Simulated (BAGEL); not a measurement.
# H3S+ (sulfonium) at 6 levels

Wanted: a comparison of 6 runs (HF/STO-3G, HF/def2-SVP, B3LYP/6-31G*, CASCI(8,7)/6-31G*, RI-MP2/aug-cc-pVDZ) of H3S+ (sulfonium). 

The calculation is run with BAGEL 1.2.2.

8 further runs of the same task are left out: 1 that didn't finish, 7 set aside as unsound or not needed.

**1. Starting point**

The species is H3S+ (4 atoms), meant as a singlet with charge +1. As SMILES, `[SH3+]`. The shape is that of a GFN2-xTB optimisation.

Bond lengths: S1–H2 1.356 Å, S1–H3 1.355 Å, S1–H4 1.355 Å. Angles: H2–S1–H3 93.7°, H2–S1–H4 93.7°, H3–S1–H4 93.7°.

**2. A single-point energy at HF/STO-3G (run 1)**

Contents of input.json:

```json
{ "bagel": [

{
  "title": "molecule",
  "basis": "sto-3g",
  "df_basis": "qzvpp-jkfit",
  "angstrom": false,
  "geometry": [
    { "atom": "S", "xyz": [  0.56997919, -0.19069226, -0.84272337 ] },
    { "atom": "H", "xyz": [  1.60252555,  0.53086186,  1.38772038 ] },
    { "atom": "H", "xyz": [ -0.93380816, -1.96140344,  0.23627246 ] },
    { "atom": "H", "xyz": [ -1.23871547,  1.62123384, -0.78128837 ] }
  ]
},
{ "title": "hf", "charge": 1, "df": false },
{ "title": "print", "file": "orbitals.molden", "orbitals": true }

]}
```

The run is started by

```sh
$ BAGEL_NUM_THREADS=1 BAGEL input.json > input.out
```

Output:

```text
* using 1 threads per process

  ===============================================================
  ===============================================================

  *** Geometry ***

  { "atom" : "S", "xyz" : [      0.569979,     -0.190692,     -0.842723 ] },
  { "atom" : "H", "xyz" : [      1.602526,      0.530862,      1.387720 ] },
  { "atom" : "H", "xyz" : [     -0.933808,     -1.961403,      0.236272 ] },
  { "atom" : "H", "xyz" : [     -1.238715,      1.621234,     -0.781288 ] },

  Number of auxiliary basis functions:      182

  Since a DF basis is specified, we compute 2- and 3-index integrals:
    o Being stored without compression. Storage requirement is 0.000 GB

  Number of basis functions:       12
  Number of electrons      :       19

    * METHOD: MOLECULE                             0.02

  *** RHF ***

  === Nuclear Repulsion ===
    19.5431508085

      * DIIS with orbital gradients will be used.

  === RHF iteration (sto-3g) ===
      0       -394.64694460          0.01991499           0.00
      1       -394.66498133          0.00361920           0.00
      2       -394.66586498          0.00064286           0.00
      3       -394.66590584          0.00011034           0.00
      4       -394.66590770          0.00001026           0.00
      5       -394.66590772          0.00000084           0.00
      6       -394.66590772          0.00000020           0.00
      7       -394.66590772          0.00000001           0.00
      8       -394.66590772          0.00000000           0.00
    * SCF iteration converged.

    * Permanent dipole moment:
           (    0.480019,    -0.160570,    -0.709915) a.u.

    * METHOD: HF                                   0.04

    * METHOD: PRINT                                0.00

  ===============================================================
```

It took 0.32 s on 1 thread of Intel Xeon 6975P-C (Granite Rapids), shared host; peak memory 0.078 GiB.

**3. The energy at HF/def2-SVP (run 2)**

Contents of job.json:

```json
{ "bagel" : [

{
  "title" : "molecule",
  "basis" : "svp",
  "df_basis" : "qzvpp-jkfit",
  "angstrom" : true,
  "geometry" : [
    { "atom" : "S", "xyz" : [    0.301620,   -0.100910,   -0.445950 ] },
    { "atom" : "H", "xyz" : [    0.848020,    0.280920,    0.734350 ] },
    { "atom" : "H", "xyz" : [   -0.494150,   -1.037930,    0.125030 ] },
    { "atom" : "H", "xyz" : [   -0.655500,    0.857920,   -0.413440 ] }
  ]
},
{ "title" : "hf", "charge" : 1, "df" : false },
{ "title" : "print", "file" : "orbitals.molden", "orbitals" : true }

]}
```

The run is started by

```sh
$ BAGEL_NUM_THREADS=1 BAGEL job.json > job.out
```

Output:

```text
* using 1 threads per process

  ===============================================================
  ===============================================================

  *** Geometry ***

  { "atom" : "S", "xyz" : [      0.569979,     -0.190692,     -0.842723 ] },
  { "atom" : "H", "xyz" : [      1.602526,      0.530862,      1.387720 ] },
  { "atom" : "H", "xyz" : [     -0.933808,     -1.961403,      0.236272 ] },
  { "atom" : "H", "xyz" : [     -1.238715,      1.621234,     -0.781288 ] },

  Number of auxiliary basis functions:      182

  Since a DF basis is specified, we compute 2- and 3-index integrals:
    o Being stored without compression. Storage requirement is 0.002 GB

  Number of basis functions:       33
  Number of electrons      :       19

    * METHOD: MOLECULE                             0.02

  *** RHF ***

  === Nuclear Repulsion ===
    19.5431508050

      * DIIS with orbital gradients will be used.

  === RHF iteration (svp) ===
      0       -398.38877075          0.03181248           0.01
      1       -398.81710233          0.01363778           0.01
      2       -398.84364663          0.00329857           0.01
      3       -398.84674137          0.00078134           0.01
      4       -398.84687514          0.00017868           0.01
      5       -398.84688150          0.00002454           0.01
      6       -398.84688164          0.00000533           0.01
      7       -398.84688164          0.00000104           0.01
      8       -398.84688164          0.00000028           0.01
      9       -398.84688164          0.00000005           0.01
     10       -398.84688164          0.00000001           0.01
     11       -398.84688164          0.00000000           0.01
    * SCF iteration converged.

    * Permanent dipole moment:
           (    0.403091,    -0.134844,    -0.596105) a.u.

    * METHOD: HF                                   0.18

    * METHOD: PRINT                                0.00

  ===============================================================
```

Wall time 0.6 s (1 thread of Intel Xeon 6975P-C (Granite Rapids), shared host); peak memory 0.078 GiB.

Run 3 isn't shown in full; the table further down has it.

**4. The energy at B3LYP/6-31G(d) (density fitting with qzvpp-jkfit, Cartesian functions) (run 4)**

Contents of dft.json:

```json
{ "bagel" : [

{
  "title" : "molecule",
  "basis" : "6-31gs.json",
  "df_basis" : "qzvpp-jkfit",
  "angstrom" : true,
  "cartesian" : true,
  "geometry" : [
    { "atom" : "S", "xyz" : [    0.301620,   -0.100910,   -0.445950 ] },
    { "atom" : "H", "xyz" : [    0.848020,    0.280920,    0.734350 ] },
    { "atom" : "H", "xyz" : [   -0.494150,   -1.037930,    0.125030 ] },
    { "atom" : "H", "xyz" : [   -0.655500,    0.857920,   -0.413440 ] }
  ]
},
{
  "title" : "ks",
  "xc_func" : "b3lyp",
  "charge" : 1
},
{
  "title" : "print",
  "file" : "orbitals.molden",
  "orbitals" : true
}

]}
```

The basis set 6-31G* is read from a file made from the Basis Set Exchange's data (not shown).

The run is started by

```sh
$ BAGEL_NUM_THREADS=1 BAGEL dft.json > dft.out
```

Output:

```text
* using 1 threads per process

  ===============================================================
  ===============================================================

  Cartesian basis functions are used
  *** Geometry ***

  { "atom" : "S", "xyz" : [      0.569979,     -0.190692,     -0.842723 ] },
  { "atom" : "H", "xyz" : [      1.602526,      0.530862,      1.387720 ] },
  { "atom" : "H", "xyz" : [     -0.933808,     -1.961403,      0.236272 ] },
  { "atom" : "H", "xyz" : [     -1.238715,      1.621234,     -0.781288 ] },

  Number of auxiliary basis functions:      215

  Since a DF basis is specified, we compute 2- and 3-index integrals:
    o Being stored without compression. Storage requirement is 0.001 GB

  Number of basis functions:       25
  Number of electrons      :       19

    * METHOD: MOLECULE                             0.02

  *** Kohn-Sham DFT ***

    * Removing 4701 points whose weight is below 1.00e-10
    * Grid points: 54923

  === Nuclear Repulsion ===
    19.5431508050

       - DIIS with orbital gradients will be used.

  === KS iteration (b3lyp / 6-31gs.json) ===
      0       -392.32250810          0.11541936           0.04
      1       -397.34185563          0.15319407           0.03
      2       -398.54066765          0.09577831           0.03
      3       -399.65020630          0.01098000           0.03
      4       -399.66089926          0.00275514           0.03
      5       -399.66144406          0.00009215           0.03
      6       -399.66144493          0.00000863           0.03
      7       -399.66144494          0.00000063           0.03
      8       -399.66144494          0.00000008           0.03
      9       -399.66144494          0.00000002           0.03
     10       -399.66144494          0.00000000           0.03
    * SCF iteration converged.

    * Permanent dipole moment:
           (    0.400899,    -0.134129,    -0.592796) a.u.

    * METHOD: KS                                   0.41

    * METHOD: PRINT                                0.00

  ===============================================================
```

It took 0.68 s on 1 thread of Intel Xeon 6975P-C (Granite Rapids), shared host; peak memory 0.1 GiB.

Run 5 isn't shown in full; the table further down has it.

**5. Energy and forces at RI-MP2/aug-cc-pVDZ (density fitting with qzvpp-jkfit, cc-pv5z-ri for correlation) (run 6)**

Contents of mp2.json:

```json
{ "bagel" : [

{
  "title" : "molecule",
  "basis" : "aug-cc-pvdz.json",
  "df_basis" : "qzvpp-jkfit",
  "angstrom" : true,
  "geometry" : [
    { "atom" : "S", "xyz" : [    0.301620,   -0.100910,   -0.445950 ] },
    { "atom" : "H", "xyz" : [    0.848020,    0.280920,    0.734350 ] },
    { "atom" : "H", "xyz" : [   -0.494150,   -1.037930,    0.125030 ] },
    { "atom" : "H", "xyz" : [   -0.655500,    0.857920,   -0.413440 ] }
  ]
},
{
  "title" : "force",
  "method" : [
    {
      "title" : "mp2",
      "charge" : 1,
      "ncore" : 5,
      "aux_basis" : "cc-pv5z-ri"
    }
  ]
}

]}
```

The basis set aug-cc-pVDZ is read from a file made from the Basis Set Exchange's data (not shown).

The run is started by

```sh
$ BAGEL_NUM_THREADS=1 BAGEL mp2.json > mp2.out
```

Output:

```text
* using 1 threads per process

  ===============================================================
  ===============================================================

  *** Geometry ***

  { "atom" : "S", "xyz" : [      0.569979,     -0.190692,     -0.842723 ] },
  { "atom" : "H", "xyz" : [      1.602526,      0.530862,      1.387720 ] },
  { "atom" : "H", "xyz" : [     -0.933808,     -1.961403,      0.236272 ] },
  { "atom" : "H", "xyz" : [     -1.238715,      1.621234,     -0.781288 ] },

  Number of auxiliary basis functions:      182

  Since a DF basis is specified, we compute 2- and 3-index integrals:
    o Being stored without compression. Storage requirement is 0.004 GB

  Number of basis functions:       54
  Number of electrons      :       19

[... 17 lines left out ...]
    * SCF iteration converged.
[... 1 line left out ...]
    * Permanent dipole moment:
[... 13 lines left out ...]
      MP2 correlation energy:   -0.1526971833
[... 1 line left out ...]
    * Permanent dipole moment: MP2 unrelaxed
[... 2 lines left out ...]
  === Z-vector iteration ===

      0     0.00013999216893           0.00
      1     0.00002881044050           0.00
      2     0.00000588021837           0.00
      3     0.00000056049257           0.00
      4     0.00000008714176           0.00
      5     0.00000001812530           0.00
      6     0.00000000226744           0.00

    * Permanent dipole moment: MP2 relaxed
           (    0.339100,    -0.113429,    -0.501500) a.u.

  * Nuclear energy gradient

    o Atom   0
        x         -0.0027703503
        y          0.0009844101
        z          0.0039115986
    o Atom   1
        x         -0.0028491083
        y         -0.0012605523
        z         -0.0036018468
    o Atom   2
        x          0.0024348106
        y          0.0039495621
        z         -0.0012238102
    o Atom   3
        x          0.0031846480
        y         -0.0036734198
        z          0.0009140584

    * METHOD: FORCE                                0.60

  ===============================================================
```

Wall time 0.92 s (1 thread of Intel Xeon 6975P-C (Granite Rapids), shared host); peak memory 0.09 GiB.

**6. Overview of the runs**

| run | level | integral approximation | task | energy (Eh) | wall time |
| --- | --- | --- | --- | --- | --- |
| 1 | HF/STO-3G | none | energy | -394.665908 | 0.32 s |
| 2 | HF/def2-SVP | none | energy | -398.846882 | 0.6 s |
| 3 | B3LYP/6-31G* (density fitting with qzvpp-jkfit, spherical functions) | qzvpp-jkfit | gradient | -399.658592 | 1.1 s |
| 4 | B3LYP/6-31G* (density fitting with qzvpp-jkfit, Cartesian functions) | qzvpp-jkfit | energy | -399.661445 | 0.68 s |
| 5 | CASCI(8,7)/6-31G* (DCB, density fitting with tzvpp-jkfit, Cartesian functions) | tzvpp-jkfit | energy | -399.978661 | 11 s |
| 6 | RI-MP2/aug-cc-pVDZ (density fitting with qzvpp-jkfit, cc-pv5z-ri for correlation) | qzvpp-jkfit | gradient | -399.127643 | 0.92 s |

**7. Summary of results**

```
                                          quantity          value
                               run 6: total energy  -399.12764 Eh
run 6: correlation energy (5 core orbitals frozen)     -152.7 mEh
                   run 6: largest force on an atom     0.254 eV/Å
```

In words: Over runs 1, 2, 4 the HOMO–LUMO gap runs from 10.72 eV (B3LYP/6-31G*) to 22.63 eV (HF/STO-3G). The two ends differ in method and basis. Some runs of one species differ in core potentials or relativity; totals across that change don't compare. In run 1 the basis is minimal, so the values are rough. All runs together took 14 s, the longest 11 s.
